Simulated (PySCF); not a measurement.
HN2, SMILES N#[NH+], charge +1.

Geometry optimised at B3LYP-D3(BJ)/def2-TZVPD. The isomer is the one that the SMILES or the coordinates give; other isomers of the formula were not compared.

Two levels are set side by side: PBE/def2-TZVPD (PySCF) and PBE0/def2-TZVPD (PySCF). Same geometry, gas phase. Differences are taken from unrounded values.

```tsv
quantity	PBE0
orbital gap (eV)	12.23
highest occupied level (eV)	-22.33
lowest empty level (eV)	-10.10
mean polarisability (bohr³)	9.8
```

Question: What does PBE give, and how far is it from PBE0? (Estimate from the structure and the level; the computed values follow.)

Answer: 
| quantity | PBE | PBE minus PBE0 |
|---|---|---|
| orbital gap (eV) | 8.73 | -3.51 |
| highest occupied level (eV) | -20.25 | 2.09 |
| lowest empty level (eV) | -11.52 | -1.42 |
| mean polarisability (bohr³) | 9.9 | 0.1 |

PBE's occupied levels lie high since its potential decays too fast outside the molecule; exact exchange lowers them and widens the gap. Differences between two approximate levels are no errors against the true value.

Rough cost on one machine, each run with all the roots and properties that it gave: PBE0 against PBE within a factor of 2.
